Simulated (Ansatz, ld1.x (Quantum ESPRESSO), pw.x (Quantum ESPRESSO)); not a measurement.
What a changed setting does to a pw.x run (bcc Se)

Potential: PAW, ld1.x (Quantum ESPRESSO) 7.5, PBEsol; core [Ar] 3d10, reference 4s2 4p4; waves: 4s (bound): rcut 1.30, rcutus 1.50 bohr; 4s channel at 2.15 Ry: rcut 1.30, rcutus 1.50 bohr; 4p (bound): rcut 1.15, rcutus 1.50 bohr; 4p channel at 1.65 Ry: rcut 1.15, rcutus 1.50 bohr; 4d channel at 0.25 Ry: rcut 1.35, rcutus 1.45 bohr; local part: all-electron potential smoothed inside 1.45 bohr (lloc = -2); core correction: Bessel-smoothed model core inside 1.25 bohr; augmentation: PSQ, inside the norm-conserving radii.

The reference run (k-mesh 14³, cutoffs 45/400 Ry, Fermi–Dirac 0.01 Ry, mixing_beta 0.4, conv_thr 1e-9, no spin) gives 0.73 GPa at 19.087 Å³/atom, where all-electron LAPW gives 1.16 GPa. This run, with its own iteration cap, changes startingwfc to random.

```
&control
  calculation='scf', prefix='x', pseudo_dir='./', outdir='./tmp', tstress=.true., disk_io='none'
/
&system
  ibrav=0, nat=1, ntyp=1, ecutwfc=45, ecutrho=400, nbnd=10,
  occupations='smearing', smearing='fd', degauss=0.01
/
&electrons
  conv_thr=1e-09, mixing_beta=0.4, electron_maxstep=60, startingwfc='random'
/
ATOMIC_SPECIES
Se 1.0 Se.UPF
CELL_PARAMETERS angstrom
  -1.68354952 1.68354952 1.68354952
  1.68354952 -1.68354952 1.68354952
  1.68354952 1.68354952 -1.68354952
ATOMIC_POSITIONS crystal
Se 0.0000 0.0000 0.0000
K_POINTS automatic
14 14 14 0 0 0
```

```bash
pw.x < Se.scf.in > Se.scf.out
```

Question: How does the run end?

Answer: It converges in 6 iterations; the free energy moves by +0.0 meV/atom and the pressure by -0.01 GPa. The result is that of the reference run.

```
Message from routine setup:
     using ibrav=0 with symmetry is DISCOURAGED, use correct ibrav instead
     lattice parameter (alat)  =       5.5104  a.u.
     unit-cell volume          =     128.8055 (a.u.)^3
     number of electrons       =         6.00
     number of Kohn-Sham states=           10
     kinetic-energy cutoff     =      45.0000  Ry
     charge density cutoff     =     400.0000  Ry
     scf convergence threshold =      1.0E-09
     Exchange-correlation= SLA  PW   PSX  PSC
     number of k points=   104  Fermi-Dirac smearing, width (Ry)=  0.0100
     iteration #  1     ecut=    45.00 Ry     beta= 0.40
     total energy              =    -185.93536622 Ry
     estimated scf accuracy    <       0.00140843 Ry
     iteration #  2     ecut=    45.00 Ry     beta= 0.40
     total energy              =    -185.93534390 Ry
     estimated scf accuracy    <       0.00037133 Ry
     iteration #  3     ecut=    45.00 Ry     beta= 0.40
     total energy              =    -185.93537295 Ry
     estimated scf accuracy    <       0.00000967 Ry
     iteration #  4     ecut=    45.00 Ry     beta= 0.40
     total energy              =    -185.93537352 Ry
     estimated scf accuracy    <          6.2E-09 Ry
     iteration #  5     ecut=    45.00 Ry     beta= 0.40
     total energy              =    -185.93537354 Ry
     estimated scf accuracy    <          1.2E-09 Ry
     iteration #  6     ecut=    45.00 Ry     beta= 0.40
     the Fermi energy is     9.1526 ev
!    total energy              =    -185.93537354 Ry
     estimated scf accuracy    <          7.7E-10 Ry
     smearing contrib. (-TS)   =      -0.00298421 Ry
     The total energy is F=E-TS. E is the sum of the following terms:
     one-electron contribution =       6.46450217 Ry
     hartree contribution      =       0.72613074 Ry
     xc contribution           =     -21.39580060 Ry
     ewald contribution        =     -20.59006219 Ry
     one-center paw contrib.   =    -151.13715945 Ry
     convergence has been achieved in   6 iterations
          total   stress  (Ry/bohr**3)                   (kbar)     P=        7.25
     Message from routine punch:
     Nothing written, as per user request (disk_io='none')
```

The run took about 7.6 s on one core of a shared host (Neoverse-V2, 32 threads, 247 GiB, load 13).
